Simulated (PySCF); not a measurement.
**3C-SiC: how far can PBE be trusted?**

Programs: PySCF.

For which of these properties of 3C-SiC does PBE miss the measurement, in which direction and by how much: lattice constant a, bulk modulus, band gap?

PBE is well off the measurement for the lattice constant a (+0.87 %, at least halved by PBE0); band gap (-1.19 eV, at least halved by PBE0, G0W0@PBE).  In between: bulk modulus (-7.0 %).

```json
[
 {"property": "equilibrium lattice constant a (Å)", "PBE": "4.384", "PBE0": "4.340", "G0W0@PBE": "–", "reference": "4.346", "PBE less reference": "+0.87 %"},
 {"property": "bulk modulus B0 (GPa)", "PBE": "213", "PBE0": "231", "G0W0@PBE": "–", "reference": "229", "PBE less reference": "-7.0 %"},
 {"property": "band gap (eV), at the measured cell", "PBE": "1.34", "PBE0": "3.04", "G0W0@PBE": "2.29", "reference": "2.53", "PBE less reference": "-1.19 eV"}
]
```

The measured gap has a computed or estimated zero-point shift taken out.

Called good within 0.30 % for the lattice constant a, 5.0 % for the bulk modulus, 0.10 eV for the band gap (and a fifth of it).

Called well off beyond 0.62 % for the lattice constant a, 12.5 % for the bulk modulus, 0.25 eV for the band gap (bounds picked here from the quality of each reference).

Differences are worked out from the printed values.

The references are measured values: lattice constant a corrected to a static lattice, bulk modulus corrected to a static lattice, band gap corrected to a static lattice.

Unless a row names a cell, each level is at its own relaxed cell.

Density-functional gaps are differences of (generalised) Kohn–Sham levels.

References as tabulated in, or derived from, Mejia-Rodriguez and Trickey (2018), arXiv:1807.09216; Chen et al. (2018), doi:10.1103/physrevmaterials.2.073803.
